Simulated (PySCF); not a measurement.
formaldehyde (CH2O), SMILES C=O.

Geometry optimised at PBE0-D3(BJ)/def2-TZVPD.

Two levels are set side by side: PBE/def2-TZVPD (PySCF) and HF/def2-TZVPD (PySCF). Same geometry, gas phase. Differences are taken from unrounded values.

```csv
quantity,HF,PBE,PBE minus HF
orbital gap (eV),13.82,3.64,-10.19
highest occupied level (eV),-12.02,-6.24,5.79
lowest empty level (eV),1.80,-2.60,-4.40
dipole moment (D),2.79,2.19,-0.60
mean polarisability (bohr³),16.6,18.6,2.0
```

PBE's occupied levels lie high since its potential decays too fast outside the molecule; exact exchange lowers them and widens the gap. Loosely held outer electrons make PBE densities more polarisable. Differences between two approximate levels are no errors against the true value.

Rough cost on one machine, each run with all the roots and properties that it gave: HF against PBE about 1/5.
